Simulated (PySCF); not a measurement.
**Excitation energies in several basis sets**

Species: SO2.
Structure used (PBE0-D3(BJ)/def2-SVP), in Å, numbered top down from 1:
```xyz
3
SO2 angstrom
O     -1.1740    0.4733   -0.0061
S     -0.1100   -0.5173   -0.0071
O      1.2677   -0.0532   -0.0067
```

TDDFT with PBE0 (PySCF), vertical singlets, core orbitals frozen in the response, spherical d and f functions. Isolated species at its PBE0-D3(BJ)/def2-SVP geometry, gas phase.

Problem. Compare 6-31G*, def2-SVP, 6-31+G*, aug-cc-pVDZ, def2-SVPD, def2-TZVP, def2-TZVPD and aug-cc-pVTZ for this molecule.

Solution. 

```
      basis  functions  diffuse  S1 (eV)  S2 (eV)  S3 (eV)  S4 (eV)  S5 (eV)  LUMO (eV)  α (au)
     6-31G*         46       no     3.95     4.32     6.39     8.27     8.39      -3.34    19.1
   def2-SVP         46       no     3.89     4.28     6.39     8.26     8.27      -3.42    18.1
    6-31+G*         58      yes     3.92     4.29     6.26     8.21     8.35      -3.77    23.0
aug-cc-pVDZ         73      yes     3.86     4.28     6.23     8.22     8.38      -3.72    25.2
  def2-SVPD         73      yes     3.94     4.33     6.28     8.21     8.32      -3.85    25.4
  def2-TZVP         99       no     4.04     4.42     6.30     8.16     8.32      -3.56    21.8
 def2-TZVPD        126      yes     4.06     4.41     6.24     8.14     8.31      -3.69    25.7
aug-cc-pVTZ        142      yes     3.96     4.36     6.21     8.15     8.31      -3.71    25.6
```

States are compared by their number. Against the largest diffuse basis here (aug-cc-pVTZ, itself not a converged limit), sets without diffuse functions differ by up to 0.08 eV in S1 and 0.08 eV in S5; the smaller diffuse sets differ by up to 0.11 and 0.08 eV. State by state, the largest deviation of a set without diffuse functions is S1 0.08, S2 0.08, S3 0.18, S4 0.12, S5 0.08 eV. The same number needn't mean the same state in each row. Against aug-cc-pVTZ the polarisability deviates by -25% in 6-31G*, -29% in def2-SVP, -10% in 6-31+G*, -2% in aug-cc-pVDZ, -1% in def2-SVPD, -15% in def2-TZVP, 0% in def2-TZVPD.
